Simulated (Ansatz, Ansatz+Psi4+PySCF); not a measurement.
```yaml
atoms:
  - { symbol: F, position_ang: [0.0213, 0.1683, -1.2504] }
  - { symbol: O, position_ang: [0.0197, -0.5240, 0.2062] }
  - { symbol: O, position_ang: [-0.0258, 0.3272, 1.0510] }
```

Basis set: cc-pVTZ (spherical functions). Correlated methods keep 3 orbitals frozen. Correlation on ROHF uses semicanonical orbitals with singles. Charge 0, multiplicity 2.

Computed with Ansatz (development build ahead of 0.2.0); each method stands on the lowest determinant of its kind that the runs found.

Question: Give the atomization energy at this shape (free ground-state atoms in the same class of orbitals less the molecule, no zero-point energy) of doublet O2F by ROHF-MP2, UHF-MP2, ROHF, UHF.

Answer:

```
  method  atomization energy
ROHF-MP2             5.46 eV
 UHF-MP2             4.56 eV
    ROHF            -0.97 eV
     UHF             0.04 eV
```

Caution for ROHF-MP2, ROHF: an unrestricted determinant lies well below. Caution for ROHF-MP2, UHF-MP2: forces differ strongly between restricted and unrestricted references. Caution for ROHF-MP2: other determinants can give a lower correlated total. Caution for UHF-MP2, UHF: the unrestricted determinant is spin contaminated.
